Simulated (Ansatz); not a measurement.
**BFHS radical (SMILES F[B]S): one structure at several levels**

An exercise on one series of results from a longer session: the logs are not shown, and one member is left open.

Program: Ansatz 0.2.0, Gaussian basis. Level of theory: single points in def2-TZVPP. These are calculated values, not measurements.

Correlated methods freeze the cores. Orbitals are unrestricted.

**Starting geometry**

SMILES `F[B]S`, 4 atoms, charge 0, spin multiplicity 2.

Atoms are counted from 1 here; the program's logs count them from 0.

Bond lengths: F1–B2 1.324 Å, B2–S3 1.775 Å, S3–H4 1.391 Å. Angles: F1–B2–S3 118.0°, B2–S3–H4 93.4°.

Geometry (Å):

```
F     0.7795   -0.5193    1.6054
B     0.5051    0.2099    0.5349
S    -0.6848   -0.4230   -0.6204
H    -0.5459    0.6594   -1.4833
```

Set-up of the first run:

Input file run/in.yaml:

```yaml
crystal:
  periodic: [false, false, false]
  atoms:
    - {symbol: F, position_ang: [0.779500, -0.519300, 1.605400]}
    - {symbol: B, position_ang: [0.505100, 0.209900, 0.534900]}
    - {symbol: S, position_ang: [-0.684800, -0.423000, -0.620400]}
    - {symbol: H, position_ang: [-0.545900, 0.659400, -1.483300]}
basis:
  gaussian: {orbitals: def2-TZVPP}
magnetization: {spin_polarized: true, initial_magnetization: 1}
correlation: {method: ccsd_t}
scf: {omitted_lower_state_checks: [cluster_reference]}
output: {forces: true}
```

The run is started by

```console
$ ansatz run in.yaml --threads 4 --pin off --events-out ev --progress --plain --max-ram 5222MiB
```

Steps of the session up to this table: CCSD(T)/def2-TZVPP; PBE0-D4/def2-TZVPP; wB97M-V/def2-TZVPP; r2SCAN-D4/def2-TZVPP; PBE-D4/def2-TZVPP; r2SCAN0-D4/def2-TZVPP; revPBE-D4/def2-TZVPP.

One table of the session follows, with a row left open; its other results are not shown here.

```
    method  RMS force component (eV/Å)  angle to CCSD(T) forces (°)  dipole (D)
   CCSD(T)                       0.657                    reference        1.37
   PBE0-D4                       0.643                         12.0        1.38
   wB97M-V                       0.651                          7.4        1.33
 r2SCAN-D4                       0.596                          4.2        1.34
    PBE-D4                       0.491                         11.4        1.28
r2SCAN0-D4                           ?                            ?           ?
 revPBE-D4                       0.511                         22.0        1.25
```

**Question.** Estimate the row for r2SCAN0-D4.

The run gave: RMS force component (eV/Å): 0.725; angle to CCSD(T) forces (°): 15.8; dipole (D): 1.42. In the column «RMS force component (eV/Å)» it is the highest.

To keep in mind: CCSD(T) in triple zeta still lacks some correlation energy of the bonds, so part of these gaps is its own basis error and they don't rank the functionals.
